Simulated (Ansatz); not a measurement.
**C2H4, singlet: CASSCF and its corrections**

Computed with Ansatz's Gaussian-basis code (development build). Basis cc-pVDZ, nonrelativistic, 2 orbitals frozen in the corrections. State-specific CASSCF; RHF is the lowest restricted (open-shell) Hartree–Fock solution met. Solutions may break the symmetry of the shape. No proof that the lowest CASSCF solution was found.

Geometry:

| atom | x (Å) | y (Å) | z (Å) |
| --- | --- | --- | --- |
| C | 0.0000 | 0.0000 | -0.6121 |
| C | 0.0000 | 0.0000 | 0.6121 |
| H | 0.0000 | -0.8566 | -1.1411 |
| H | 0.0000 | 0.8566 | -1.1411 |
| H | 0.0000 | -0.8566 | 1.1411 |
| H | 0.0000 | 0.8566 | 1.1411 |

Question: What do CASSCF and its corrections give against RHF in CAS(2,2), and what are the occupations?

Answer: CASSCF -0.627 eV, SC-NEVPT2 -7.292 eV; occupations 1.94, 0.06.
